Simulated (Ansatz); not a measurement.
bcc Hf (high-temperature phase)

All values below come from r²SCAN+rVV10 in Ansatz (PAW).

Settings: plane-wave cutoff 500 eV, 28×28×28 k mesh, Fermi–Dirac smearing 0.1 eV, scalar-relativistic PAW data made under PBE.

Cell: relaxed at this level.

```yaml
volume_per_atom: 21.94 Å³/atom
equilibrium_lattice_constant_a: 3.527 Å
band_gap: zero (no gap)
```

Note: symmetry holds this phase in the static calculation, where it need not be a minimum; the relaxation could not lower the start's symmetry, so the cell can be a saddle point above a distorted one.

Spin–orbit coupling is not included.

The result took very roughly 3 core-minutes.

Ansatz is an electronic-structure program.
